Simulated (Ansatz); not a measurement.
Basis-set extrapolation for C4H8O, SMILES `C=CCCO` (PBE0-D4/def2-TZVP geometry, frozen core, the Gaussian-basis code of Ansatz). Multiplicity 1, RHF reference.

|  | def2-TZVPP | def2-QZVPP |
| --- | --- | --- |
| HF | -231.054449 | -231.065287 |
| MP2 correlation | -0.913461 | -0.975687 |
| CCSD(T) correlation | -0.994276 | not run |

Energies in hartree. Use E(X) = E(∞) + A·exp(−7.88·√X) for Hartree–Fock and E(X) = E(∞) + B·X^(−2.97) for correlation, with X = 3 and 4, and add CCSD(T) minus MP2 of the smaller set to the MP2 limit.

Task: What is the CCSD(T) energy at the basis-set limit?

Result: HF limit: -231.065287 + (-0.010838) × 0.13774 = -231.06678. MP2 limit: -0.975687 + (-0.062226) × 0.74074 = -1.02178. Higher-order term: -0.994276 − (-0.913461) = -0.08082. Total: -232.16938 hartree, 316.8 kJ/mol below CCSD(T)/def2-TZVPP.
